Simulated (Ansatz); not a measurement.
# Titanium, hcp: convergence with Methfessel-Paxton smearing

Computed with Ansatz, r²SCAN, scalar-relativistic PAW, on the relaxed cell (a = 2.936 Å, c = 4.642 Å (c/a = 1.581); spin not included). Errors count from a run at 500 eV on a Γ-centred 20×20×11 mesh with Fermi-Dirac smearing of 0.1 eV, extrapolated to zero width. Fixed here: cutoff 500 eV, mesh 12×12×7. The SCF starts from atomic densities corrected by a trained network.

```
width (eV)  E(σ→0) error (meV/atom)  F error (meV/atom)  P (GPa)  SCF iterations
      0.03                     -0.6                -0.6    -0.15               6
       0.1                     -1.0                -1.0    -0.12               6
       0.2                     -1.0                -0.4    -0.15               6
       0.3                     -0.4                 1.2    -0.19               6
       0.6                      4.8                14.8    -0.40               6
       1.0                     28.2                41.7    -0.36               6
```

**Question.** What does the run at 0.01 give (width)?

**Answer.** E(σ→0) error (meV/atom): -0.6; F error (meV/atom): -0.6; P (GPa): -0.18; SCF iterations: 6.
